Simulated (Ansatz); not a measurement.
# O2 (charge -1): composite energy at a relaxed geometry from a Python script

Wanted for O2 (charge -1): a composite energy at a relaxed geometry.

All numbers are computed with the Python package of Ansatz 0.2.0. The levels of theory stand in the script.

### Step 1. The structure

Bond lengths: O1–O2 1.300 Å.

The script holds or builds the structure itself.

### Step 2. The script

o2_composite.py

```python
import itertools

import ansatz as az
from ase.data import atomic_numbers, covalent_radii
import numpy as np

BASIS_SET = "def2-SVP"
XC = "b3lyp"
NET_CHARGE = -1


def main() -> None:
    geometry_ang = [
        ("O", (0.0, 0.0, 0.0)),
        ("O", (0.0, 0.0, 1.3)),
    ]
    o2 = az.Crystal.molecule()
    for symbol, xyz in geometry_ang:
        o2 = o2.atom(symbol, xyz)

    base = (
        o2.calculation()
        .basis(gaussian=BASIS_SET)
        .functional(XC)
        .charge(NET_CHARGE)
        .spin("collinear", total=1)
    )
    symbols = [site.symbol for site in o2.cartesian_sites]
    start = np.array([site.position_ang for site in o2.cartesian_sites], dtype=float)
    r = base.relax(force_tolerance=0.01).run(threads=1).report
    end = np.array(r["positions_ang"])
    radius = [covalent_radii[atomic_numbers[s]] for s in symbols]
    span = lambda where, i, j: np.linalg.norm(where[i] - where[j])
    bonded = [(i, j) for i, j in itertools.combinations(range(len(symbols)), 2) if min(span(start, i, j), span(end, i, j)) < 1.2 * (radius[i] + radius[j])]
    print("pair        before    after (A)")
    for i, j in bonded:
        print(f"{symbols[i]}{i}-{symbols[j]}{j}".ljust(10), f"{span(start, i, j):8.4f} {span(end, i, j):8.4f}")

    minimum = az.Crystal.molecule()
    for symbol, place in zip(symbols, end):
        minimum = minimum.atom(symbol, place.tolist())
    at_minimum = (
        minimum.calculation()
        .charge(NET_CHARGE)
        .spin("collinear", total=1)
    )
    level = lambda method, basis: at_minimum.basis(gaussian=basis).correlation(method).run(threads=1).report
    small, large, cluster = level("mp2", "cc-pVDZ"), level("mp2", "cc-pVTZ"), level("ccsd_t", "cc-pVDZ")
    corr = lambda each: (each["free_energy_ev"] - each["reference_energy_ev"]) / 27.211386246
    mp2_limit = (27 * corr(large) - 8 * corr(small)) / 19
    pieces = {"HF / cc-pVTZ": large["reference_energy_ev"] / 27.211386246, "MP2 correlation, DZ-TZ limit": mp2_limit, "CCSD(T) - MP2 / cc-pVDZ": corr(cluster) - corr(small)}
    for name, value in pieces.items():
        print(f"{name:32s} {value:14.6f} Ha")
    print(f"{'sum':32s} {sum(pieces.values()):14.6f} Ha")
    print("T1 diagnostic", round(cluster["correlation"]["coupled_cluster"]["t1_diagnostic"], 4))


if __name__ == "__main__":
    main()
```

### Step 3. The run

The run is started by

```console
python o2_composite.py
```

**Question.** What results will this script give? Wanted: T1 diagnostic; composite energy.

As calculated:

| quantity | value |
| --- | --- |
| T1 diagnostic | 0.0111 |
| composite energy | -150.156266 Ha |
| runs compared | 3 |

All 3 runs converged, in 34 to 74 cycles. A T1 diagnostic under about 0.02 supports a single-reference treatment, as here. Run 0: The relaxation took 3 moves; the largest shift is 0.019 Å. What to keep in mind:
- The sum leaves out core correlation, relativity, the Hartree-Fock basis error and zero-point energy; a DZ-TZ extrapolation is rough.
- The run takes the species as open-shell (spin multiplicity 2), which needn't be its ground state.
- b3lyp holds the VWN-RPA fit, as in Gaussian; the form of ORCA and Turbomole is b3lyp5.
- Inner cores stay frozen, so this is valence correlation.
- Anions want diffuse functions, which this basis lacks.
